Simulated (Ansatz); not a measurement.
Process, species as SMILES: [H][H] (H2) → 2 H atom
B3LYP-D3(BJ)/def2-TZVP geometries, fixed; electronic energies without zero-point terms.

Basis-set convergence of the bond dissociation energy at PBE with Ansatz (a program for electronic structure). All functions are spherical. The program fits the integrals of some runs and decomposes those of others, by size. Open shells are unrestricted. No added dispersion term, no relativity. Functions are those of the species that has most. Reference: the value in aug-cc-pV5Z, 104.63 kcal/mol. Deviations are taken from unrounded values.

```csv
basis,functions,bond dissociation energy (kcal/mol),minus reference (kcal/mol)
3-21G,4,105.74,1.11
6-31G*,4,104.85,0.22
def2-SV(P),4,100.60,-4.02
pcseg-0,4,102.25,-2.37
6-31G**,10,106.54,1.91
cc-pVDZ,10,102.12,-2.51
pcseg-1,10,103.01,-1.62
aug-cc-pVDZ,18,101.71,-2.91
def2-TZVPD,18,104.58,-0.05
def2-TZVPP,28,104.73,0.10
pcseg-2,28,104.48,-0.14
"6-311++G(3df,3pd)",36,104.48,-0.14
cc-pVQZ,60,104.70,0.08
def2-QZVPP,60,104.66,0.03
def2-QZVPPD,66,104.66,0.03
aug-cc-pVQZ,92,104.61,-0.02
aug-pcseg-3,98,104.62,-0.01
aug-cc-pV5Z,160,104.63,0.00
```

The smallest set listed that lies within 0.5 kcal/mol of the reference with all its larger relatives (same family, alike in diffuse functions; a set with none counts only in the reference's own line) is def2-TZVPD (18 functions, -0.05 kcal/mol off). Inside the window by cancellation, since a larger relative falls out: 6-31G*. Inside, with no larger relative to test it: 6-311++G(3df,3pd), aug-pcseg-3. (Relatives not listed, tested too: 6-311G** -0.10, def2-TZVPPD 0.10, def2-QZVP 0.03, pcseg-3 -0.01, cc-pV5Z 0.02, pcseg-4 0.00 kcal/mol.)
